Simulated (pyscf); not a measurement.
Structures and frequencies: ωB97X-D3(BJ)/def2-SVP in PySCF.

For the elementary gas-phase step SiH₃• + H₃C–SnH₃ -> H₃Si–CH₂–SnH₃ + H• (doublet surface; C–H broken, C–Si formed), what barrier and reaction energy does ωB97M-D3(BJ)/def2-TZVP give, measured from the separated reactants?

ΔE‡ = 42.4 kcal/mol, ΔE = +16.3 kcal/mol. Zero-point energy shifts the barrier by -2.0 kcal/mol. It is a substitution at C, with an imaginary mode of 1398i cm⁻¹. This is the saddle that the search found; another between the same sides may lie lower. The angle at the attacked C is 179°. Elements past Kr carry the def2 core potentials, without spin-orbit coupling.
